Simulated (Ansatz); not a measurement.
Rutile SnO2 was calculated with G0W0@HSE06 in Ansatz (hard PAW, contour deformation).

The cell has the measured lattice parameters. Conventional cell: a = 4.7374 Å, b = 4.7374 Å, c = 3.1864 Å, α = 90.00°, β = 90.00°, γ = 90.00°.

The quasiparticle gap at Γ at a fixed k mesh 2×2×2:

| response cutoff | value (eV) |
|---|---|
| 150 eV, 548 empty bands | 3.589 |
| 200 eV, 844 empty bands | 3.663 |
| 250 eV, 1179 empty bands | 3.706 |
| 300 eV, 1550 empty bands | 3.734 |

Problem. Taking the value to converge with the response cutoff E as E^(−3/2), extrapolate from the last two rows.

Solution. With y = y∞ + c/w and weights w = 3953 and 5196 for the last two rows, y∞ = (w2 y2 − w1 y1)/(w2 − w1) = (5196 × 3.734 − 3953 × 3.706)/1243 = 3.823 eV, which lies 0.089 beyond the last row. Successive pairs of rows give 3.800, 3.814, 3.823. The limit also hangs on the law assumed, so its last digits aren't firm.

The other settings are not extrapolated, so this is the limit in one setting alone.

Spin–orbit coupling is not included.

Note: filled d or f shells below the valence bands can shift G0W0 gaps through exchange with them, which wasn't tested here. Note: GW on a hybrid start was not checked against another program.

Ansatz is a quantum-chemistry and plane-wave program.
